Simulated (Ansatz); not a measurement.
Geometry optimisation, Ansatz 0.2.0, RKS PBE0-D4/def2-SVPD.

Input:

```yaml
crystal:
  periodic: [false, false, false]
  atoms:
    - { symbol: O, position_ang: [-0.01355, 0.34003, 1.27079] }
    - { symbol: C, position_ang: [0.65063, -0.37042, 0.47945] }
    - { symbol: O, position_ang: [0.06508, -0.28223, -0.89767] }
    - { symbol: H, position_ang: [-0.70216, 0.31262, -0.85257] }
total_charge: -1
basis:
  gaussian: { orbitals: def2-SVPD }
hamiltonian:
  xc: pbe0
  dispersion: d4
relax:
  f_tol: 0.02
  max_steps: 40
scf:
  lower_state_search: "off"
output:
  orbitals: {}
```

Launched with:

```bash
$ ansatz run input.yaml --threads 1 --pin off --max-ram 2048MiB --backend cpu --events-out ev --progress --plain --runs-dir out
```

Task: Where does it end, and by what steps?

Result: The run converged. After 5 steps the energy has fallen by 0.088 eV; H4 moved furthest, 0.06 Å.

| step | energy less start (eV) | largest force component (eV/Å) | accepted |
| --- | --- | --- | --- |
| 0 | 0.0000 | 1.846 | yes |
| 1 | -0.0620 | 0.625 | yes |
| 2 | -0.0819 | 0.537 | yes |
| 3 | -0.0865 | 0.093 | yes |
| 4 | -0.0877 | 0.058 | yes |
| 5 | -0.0882 | 0.012 | yes |

```xyz
4
Properties=species:S:1:pos:R:3
O -0.023 0.336 1.230
C 0.618 -0.356 0.439
O 0.087 -0.293 -0.875
H -0.682 0.312 -0.794
```

Whether the end is a true minimum wasn't checked by a vibrational analysis.

Time of the run: 5 s on 1 thread of Arm Neoverse V2, on a shared host, peak memory 0.11 GiB.
